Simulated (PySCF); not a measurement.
Structure with atom numbers: `[CH3:1][C@H:2]1[CH2:3]/[C:4]1=[CH:5]/[F:6]`; H(Xn) means a hydrogen on atom n. Ha(C3) is cis to C1 on the ring; Hb(C3) is trans to C1 on the ring.

Geometry: GFN2-xTB; GIAO shifts from PySCF 2.14, gas phase, non-relativistic, averaged over equivalent atoms.

At LC-wPBE/3-21G (68 basis functions, 5.1 s wall time on 1 thread of an Arm Neoverse V2, shared host):
```json
{"atoms": "C5", "δ (ppm)": "134.3"}
{"atoms": "C4", "δ (ppm)": "99.5"}
{"atoms": "C1", "δ (ppm)": "18.4"}
{"atoms": "C2", "δ (ppm)": "13.6"}
{"atoms": "C3", "δ (ppm)": "12.6"}
{"atoms": "F6", "δ (ppm)": "-108.2"}
{"atoms": "H(C5)", "δ (ppm)": "7.19"}
{"atoms": "H(C2)", "δ (ppm)": "1.80"}
{"atoms": "Hb(C3)", "δ (ppm)": "1.68"}
{"atoms": "H(C1)", "δ (ppm)": "1.44"}
{"atoms": "Ha(C3)", "δ (ppm)": "1.32"}
```

References, each an isolated molecule treated in the same way: 13C (σref 213.96) and 1H (σref 33.34) against TMS; 19F (σref 227.20) against CFCl3.

Problem. Predict the values at KT3/6-31G* on the same geometry.

Solution. 
```
 atoms  δ at KT3/6-31G*  change
    C5            130.4    -3.9
    C4             92.2    -7.3
    C1             20.2    +1.8
    C2             15.6    +2.0
    C3             12.2    -0.4
    F6           -129.5   -21.3
 H(C5)             7.08   -0.11
 H(C2)             1.94   +0.14
Hb(C3)             1.46   -0.22
 H(C1)             1.28   -0.16
Ha(C3)             1.03   -0.29
```

Referencing at the same level of theory: TMS for 13C (193.03 ppm), 1H (32.56 ppm); 19F (159.78 ppm) against CFCl3.

The largest change is at F6 (vinylic fluorine). Cost: 98 basis functions, 9.9 s wall time on 1 thread of an Arm Neoverse V2, shared host. The order of the carbon signals is the same at both levels.

Unscaled 19F shifts against computed CFCl3 carry errors that often reach 10 to 50 ppm.
